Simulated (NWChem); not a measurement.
Molecule: C2H3O, doublet; SMILES C[C]=O

```xyz
6

C      0.1025     1.1659     0.0000
C     -0.4294    -0.2428     0.0000
O      0.1734    -1.2729     0.0000
H     -0.2963     1.6970     0.8879
H     -0.2963     1.6970    -0.8879
H      1.2141     1.1921     0.0000
```
Atoms are numbered in this order, from 1.

Results from NWChem. Geometry optimised at PBE-D3(BJ)/def2-SVP; all other runs use it. Spin-unrestricted. In the optimisation the excess spin sits in a' (Cs, its own frame). Vzz has the sign of the potential's second derivative.

```
quantity                                                   level       value
-------------------------------------------  -------------------  ----------
A(iso) 1H atom 5 (MHz)                       TPSSh/aug-cc-pVTZ-J       -12.1
highest occupied level (eV)                        PBE0/def2-SVP       -5.73
solvation free energy (kcal/mol) in acetone   PBE0/def2-SVP, SMD        -3.4
Vzz O3 (a.u.)                                 CAM-B3LYP/def2-SVP  (withheld)
dipole (D)                                   PBE-D3(BJ)/def2-SVP  (withheld)
highest harmonic frequency (cm⁻¹)            PBE-D3(BJ)/def2-SVP  (withheld)
```

Complete the blanks.


- Vzz O3 (a.u.), value: -0.947
- dipole (D), value: 2.32
- highest harmonic frequency (cm⁻¹), value: 3077
